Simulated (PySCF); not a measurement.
# NH4⁺, singlet: stretch scan

Starting geometry (PBE0/def2-TZVP stationary point for this spin, not checked as a minimum):

```
atom    x (Å)    y (Å)    z (Å)
   N   0.0000   0.0000   0.0000
   H   0.5903   0.5923   0.5902
   H  -0.5929  -0.5882   0.5917
   H  -0.5890   0.5896  -0.5943
   H   0.5916  -0.5937  -0.5876
```

From there H4 moves along the line of the two atoms named below, all else staying in place; atoms are numbered as listed. Energies are in kcal/mol, counted from the starting geometry at the same level. Kohn–Sham curves keep the symmetry of the cluster determinant, unrestricted for open shells and where UHF breaks spin symmetry.

Basis 6-31G; PySCF 2.14.0. Correlated methods freeze the noble-gas cores. R marks a restricted (for open shells ROHF) determinant.

Unrestricted Kohn–Sham rows aren't spin-pure: their determinants' ⟨S²⟩ exceeds S(S+1) by up to 0.72, so they mix in states of higher spin. The highest cluster run ends over 0.1 eV above full CI (CCSDT or CCSDTQ; CCSD(T) where those didn't converge) at 3.522, so misses of HF, MP2 and cluster levels there may hold a gap between states. A value is left out where its run failed or describes another state than the reference as far as symmetry and spin tell, or, spin-broken singlets apart, can't be checked.

Full CI is exact within this basis and frozen core; it isn't the basis-set limit.

```csv
distance N1-H4 (Å),full CI,curve A,curve B,curve C,curve D
0.809,39.8,40.1,38.5,39.8,35.2
0.904,10.3,10.6,9.8,10.3,7.8
1.024,0.0,0.0,0.0,0.0,0.0
1.236,13.0,12.4,13.6,13.0,17.5
1.397,31.2,30.5,32.6,31.2,39.2
1.600,54.7,54.2,57.2,54.7,67.3
1.858,80.6,–,–,80.6,99.4
2.296,111.3,110.6,114.6,111.3,141.5
2.748,126.8,122.2,127.2,126.7,169.8
3.522,133.0,567.3,134.6,–,195.0
```

**Question.** The curves come from B3LYP, PBE, RCCSDT(Q), RHF. Compare each with full CI and say which is which.

**Answer.** A: PBE, B: B3LYP, C: RCCSDT(Q), D: RHF. Spread of the error against full CI, over the points where both stand: A 438.9, B 4.6, C 0.1, D 66.6 kcal/mol. RHF keeps both spins in the same orbitals, so it can't give open-shell fragments and ends 62.0 kcal/mol too high at 3.522 Å. PBE at 3.522 Å lies 434.3 kcal/mol (326 %) above the reference in this basis.

In so small a basis the reference is far from its limit while semilocal and hybrid functionals are nearer theirs, so the functionals' errors here hold much of the reference's basis and frozen-core error, which can add to them or hide them. The set has no polarisation functions, which weighs most on the reference.
